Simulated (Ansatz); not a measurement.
C6H10 can be A, `C#CCCCC`, or B, `C1=CCCCC1`.

Program: Ansatz. Geometries: PBE0-D4/def2-TZVP. ΔE: electronic, gas phase. CCSD(T)/CBS adds triple-zeta CCSD(T) − MP2 to the extrapolated MP2 energy (def2 sets, frozen cores). Functionals use def2-TZVPP. One conformer a species, not always the lowest.

Task: Which is lower in electronic energy at CCSD(T)/CBS, and by how much? (Estimate.)

Result: Computed: B, by 134.4 kJ/mol.

Task: Give E(B) − E(A) in kJ/mol with HF/def2-TZVPP, CCSD/def2-TZVPP, CCSD(T)/def2-TZVPP, CCSD(T)/def2-SVP, PBE-D4, MP2/def2-TZVPP, BLYP-D4. (Estimate.)

Result: Ansatz gave: HF/def2-TZVPP -123.0, CCSD/def2-TZVPP -135.3, CCSD(T)/def2-TZVPP -135.5, CCSD(T)/def2-SVP -144.3, PBE-D4 -147.3, MP2/def2-TZVPP -132.2, BLYP-D4 -125.1. None reverses the order clearly.

Task: Does the order hold for the free energy at 298.15 K (harmonic terms from PBE0-D4)? (Best estimate.)

Result: Computed: Yes: G(B) − G(A) = -113.4 kJ/mol, for one conformer each.

Largest T1 diagnostic: 0.010.

From r2SCAN to r2SCAN0 (25 % exact exchange), in def2-TZVPP and without D4, E(B) − E(A) moves by −7.7 kJ/mol. In def2-TZVPP, CCSD(T) changes the Hartree–Fock value by −12.5 kJ/mol (the triples alone add −0.1 kJ/mol) and MP2 by −9.3 kJ/mol.
